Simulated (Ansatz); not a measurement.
**C₄H₃Cl: basis-set convergence**

One table from this session's results is given with a row withheld; the runs are named, their logs left out.

Computed with Ansatz 0.2.0, Gaussian basis. Level: one geometry, several basis sets.

The runs, in order: PBE0-D4/def2-SVP; ωB97M-V/def2-SVP; PBE0-D4/def2-QZVPP; ωB97M-V/def2-QZVPP; the functionals' def2-TZVPP values are taken from earlier runs.

## The geometry

An earlier PBE0-D4 in a triple-zeta def2 set relaxation fixed the geometry.

8 atoms, charge 0, spin multiplicity 1.

Atoms are counted from 1 here; the program's logs count them from 0.

Bond lengths: Cl1–C2 1.688 Å, C2–C3 1.328 Å, C2–C5 1.564 Å, C3–C4 1.566 Å, C3–H6 1.079 Å, C4–C5 1.326 Å, C4–H7 1.081 Å, C5–H8 1.079 Å. Angles: Cl1–C2–C3 135.7°, Cl1–C2–C5 132.4°, C3–C2–C5 91.9°, C2–C3–C4 88.0°, C2–C3–H6 136.1°, C4–C3–H6 135.9°, C3–C4–C5 91.9°, C3–C4–H7 133.3°, C5–C4–H7 134.8°, C2–C5–C4 88.2°, C2–C5–H8 134.8°, C4–C5–H8 137.0°.

The first run:

in.yaml reads:

```yaml
crystal:
  periodic: [false, false, false]
  atoms:
    - {symbol: Cl, position_ang: [-1.472634, -0.605376, 2.060556]}
    - {symbol: C, position_ang: [-0.480135, -0.166336, 0.767770]}
    - {symbol: C, position_ang: [0.488519, 0.720166, 0.571440]}
    - {symbol: C, position_ang: [0.596546, 0.195446, -0.899735]}
    - {symbol: C, position_ang: [-0.370783, -0.689834, -0.701681]}
    - {symbol: H, position_ang: [0.985294, 1.472574, 1.163311]}
    - {symbol: H, position_ang: [1.223539, 0.463486, -1.738389]}
    - {symbol: H, position_ang: [-0.878248, -1.447126, -1.278772]}
basis:
  gaussian: {orbitals: def2-SVP}
hamiltonian: {xc: pbe0, dispersion: d4}
output: {orbitals: {seedname: orbitals}}
```

Started as:

```sh
$ ansatz run in.yaml --threads 2 --pin off --events-out ev --progress --plain --max-ram 4352MiB
```

Steps of the session up to this table: PBE0-D4 in def2-SVP; ωB97M-V in def2-SVP; PBE0-D4 in def2-QZVPP; ωB97M-V in def2-QZVPP.

One of the session's tables, all rows but one given; the rest of the session is left out.

It belongs to the step «Density functionals: the series». 

```
functional       basis  HOMO (eV)  LUMO (eV)
   PBE0-D4    def2-SVP      -5.67      -1.71
   PBE0-D4  def2-TZVPP      -5.73      -1.84
   PBE0-D4  def2-QZVPP      -5.76      -1.90
   ωB97M-V    def2-SVP          ?          ?
   ωB97M-V  def2-TZVPP      -7.91       0.37
   ωB97M-V  def2-QZVPP      -7.95       0.27
```

Estimate the missing values for ωB97M-V, def2-SVP.

As computed: HOMO (eV): -7.86; LUMO (eV): 0.59. In the column «HOMO (eV)» it lies between ωB97M-V, def2-TZVPP (-7.91) and PBE0-D4, def2-QZVPP (-5.76).
